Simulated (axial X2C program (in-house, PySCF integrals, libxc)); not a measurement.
Correcting the dissociation energy of BS for spin–orbit coupling

A spin-free PBE0 curve (one-electron X2C) was computed with an in-house all-electron X2C program for linear molecules (integrals from PySCF), basis S dyall-av3z [9s8p3d2f], B dyall-v3z [7s6p2d1f] (cores contracted in-house), for the state M_S = 1/2, Λ = 0 (beyond evenly filled blocks: σα). It gives D0 = 5.848 eV to S + B, which in a spin-free picture are the weighted means of the ground terms.

Measured levels of the ground terms (NIST Handbook of Basic Atomic Spectroscopic Data), in cm⁻¹: S 3P: J = 2 at 0, J = 1 at 396.1, J = 0 at 573.6; B 2P: J = 1/2 at 0, J = 3/2 at 15.3.

The molecular state has Λ = 0, so it has no first-order lowering.

(1) How far does each ground level lie under the (2J+1)-weighted mean of its term?

(2) Correct D0.

Second-order spin–orbit effects in the molecule, which grow quickly with Z, are left out. One determinant describes the state; a PBE0 search over occupations chose it and may have missed a lower one. De is counted from the lowest determinant-based energies of the atoms at the same level, without counterpoise correction.

Results:

(1) S: (5 × 0 + 3 × 396.1 + 1 × 573.6)/9 = 196 cm⁻¹; B: (2 × 0 + 4 × 15.3)/6 = 10 cm⁻¹.

(2) D0 = 5.848 + (0 − 206)/8065.5 = 5.822 eV at PBE0 with these spin–orbit terms.
